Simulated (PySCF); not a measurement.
## Spin states of Al₂⁺

Unrestricted PBE0; basis Al x2c-SVPall; spin-free X2C with a Gaussian nucleus; PySCF 2.14. Outer shells of the fragments: Al+ 3s2; Al 3s2 3p1.

Followed along the bond (rough minima from three points):

```csv
2Ms+1,unpaired,⟨S²⟩ at the start,R at minimum (Å),Te (eV)
2,σ ↑,0.76,3.25,0.00
2,π ↑,0.75,2.82,0.53
4,"σ ↑↑, π ↑",3.75,2.52,2.50
```

Solutions found at the starting distance of 2.490 Å, counted from the lowest of them; the search is not exhaustive and high or unbound solutions are not listed, so other states can lie among these:

```json
{"2Ms+1": "2", "unpaired": "π ↑", "term": "²Π", "E (eV)": "0.00", "⟨S²⟩": "0.75", "⟨Lz²⟩": "1.00"}
{"2Ms+1": "2", "unpaired": "σ ↑", "term": "²Σ⁺", "E (eV)": "0.07", "⟨S²⟩": "0.76", "⟨Lz²⟩": "0.00"}
{"2Ms+1": "4", "unpaired": "σ ↑↑, π ↑", "term": "⁴Π", "E (eV)": "1.80", "⟨S²⟩": "3.75", "⟨Lz²⟩": "1.00"}
{"2Ms+1": "4", "unpaired": "σ ↑, π ↑↑", "term": "⁴Σ⁻", "E (eV)": "2.11", "⟨S²⟩": "3.77", "⟨Lz²⟩": "0.00"}
{"2Ms+1": "2", "unpaired": "σ ↑↑, π ↓", "term": "mixed", "E (eV)": "2.34", "⟨S²⟩": "1.76", "⟨Lz²⟩": "1.00"}
{"2Ms+1": "2", "unpaired": "σ ↑, π ↑↓", "term": "mixed", "E (eV)": "2.69", "⟨S²⟩": "1.78", "⟨Lz²⟩": "2.01"}
{"2Ms+1": "2", "unpaired": "σ ↓, π ↑↑", "term": "mixed", "E (eV)": "2.90", "⟨S²⟩": "1.78", "⟨Lz²⟩": "0.00"}
{"2Ms+1": "2", "unpaired": "σ ↑", "term": "mixed", "E (eV)": "3.25", "⟨S²⟩": "0.77", "⟨Lz²⟩": "2.00"}
{"2Ms+1": "4", "unpaired": "σ ↑, π ↑↑", "term": "mixed", "E (eV)": "4.02", "⟨S²⟩": "3.78", "⟨Lz²⟩": "2.01"}
{"2Ms+1": "4", "unpaired": "σ ↑↑↑", "term": "⁴Σ⁺", "E (eV)": "6.95", "⟨S²⟩": "3.75", "⟨Lz²⟩": "0.00"}
```

A term symbol is given only where ⟨S²⟩ and ⟨Lz²⟩ are close to those of a pure state; real π, δ and φ orbitals otherwise mix terms, and g/u labels are left off.

Compare the gap between the two lowest followed solutions at the starting distance with the gap between their minima.

At PBE0 the second solution (doublet, unpaired electrons π ↑) lies -0.07 eV from the first (doublet, unpaired electrons σ ↑) at 2.490 Å and +0.53 eV at the minima; the two curves relax by different amounts, since their minima lie near 2.82 and 3.25 Å.

Counting both spins, an empty level lies below a filled one in some of these solutions, because spin and occupation are held.
